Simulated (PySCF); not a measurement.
# Gas-phase thermal properties of SiH4

Method: PySCF energies (xtb for GFN2) plus ideal-gas RRHO corrections (1 bar). Table values come from the NASA 1993 polynomials. 6-31G* has spherical d functions here. All species are closed-shell singlets. B3LYP is the form with VWN-RPA correlation. The harmonic model lacks anharmonicity and excited electronic states, which grow with temperature; levels with a mode under 35 cm⁻¹ are left out.

```tsv
level	point group	σ	ZPE (kJ/mol)	S°298 (J/mol/K)	Cp298 (J/mol/K)	S°1000 (J/mol/K)	H1000 − H298 (kJ/mol)
table	-	-	-	204.6	42.8	280.7	47.1
B3LYP/6-31G*	Td	12	82.3	204.7	42.7	280.2	46.7
GFN2-xTB	Td	12	78.7	206.2	47.1	285.6	48.7
HF/6-31G*	Td	12	87.8	203.8	40.5	276.0	44.8
PBE/def2-SVP	Td	12	79.0	205.5	44.0	282.8	47.7
PBE0/def2-TZVP	Td	12	81.5	204.8	43.0	280.6	46.9
```
σ: rotational symmetry number. Electronic degeneracy used: 1. Frequencies are unscaled.
